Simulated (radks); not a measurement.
# Valence configurations of O³⁺

Aim: which of several valence configurations of O³⁺ lies lowest at this level, and whether it is the one NIST lists ([He] 2s2 2p1).

Method: scalar-relativistic Kohn-Sham, PBE, spin-polarised, spherical densities, finite nucleus; open shells are filled with parallel spins first. Code: radks (a radial shooting solver on a logarithmic mesh, Libxc functionals) version 1.

**1. Starting point**

- element: oxygen (Z = 8)
- charge: +3
- electrons: 5
- configuration: [He] 2s2 2p1
- nuclear rms radius: 2.6991 fm
- others tried: 2p3; 2s1 2p2; 2s1.5 2p1.5; 2s0.5 2p2.5

The outer shells:

O³⁺
```
[He] core
2s [↑↓]
2p [↑ ][  ][  ]
```

**2. [He] 2s2 2p1**

Settings of this run:

```text
Z 8
configuration [He] 2s2 2p1
relativity scalar-relativistic
functional pbe,pbe
spin polarised
nucleus finite rms 2.6991 fm
c 137.035999084
```

**3. [He] 2p3**

Settings, as their differences from step 2:

```diff
@@ -1,3 +1,3 @@
 Z 8
-configuration [He] 2s2 2p1
+configuration [He] 2p3
 relativity scalar-relativistic
```

**4. [He] 2s1 2p2**

Settings, as their differences from step 3:

```diff
@@ -1,3 +1,3 @@
 Z 8
-configuration [He] 2p3
+configuration [He] 2s1 2p2
 relativity scalar-relativistic
```

**5. [He] 2s1.5 2p1.5**

Settings, as their differences from step 4:

```diff
@@ -1,3 +1,3 @@
 Z 8
-configuration [He] 2s1 2p2
+configuration [He] 2s1.5 2p1.5
 relativity scalar-relativistic
```

**6. [He] 2s0.5 2p2.5**

Settings of this run:

```text
Z 8
configuration [He] 2s0.5 2p2.5
relativity scalar-relativistic
functional pbe,pbe
spin polarised
nucleus finite rms 2.6991 fm
c 137.035999084
```

Q: Predict the outcome of this session. Wanted: for each run, valence; E − E(NIST configuration); moment; highest level; its energy; 1s shift.

As calculated:

```csv
valence,E − E(NIST configuration) (eV),moment (μB),highest level,its energy (eV),1s shift (eV)
2s2 2p1,0.000,1,2p up,-66.270,+0.00
2s1.5 2p1.5,4.993,2,2p up,-66.871,+0.68
2s1 2p2,8.127,3,2p up,-67.205,+1.63
2s0.5 2p2.5,15.437,3,2p up,-66.820,+2.52
2p3,22.741,3,2p up,-66.433,+3.43
```

In words: Theory agrees with NIST among these: the next, 2s1.5 2p1.5, lies 4.993 eV higher. The energies are those of spherical high-spin densities, not of single terms. The 1s eigenvalue shifts by up to 3.43 eV as the valence charge is rearranged.
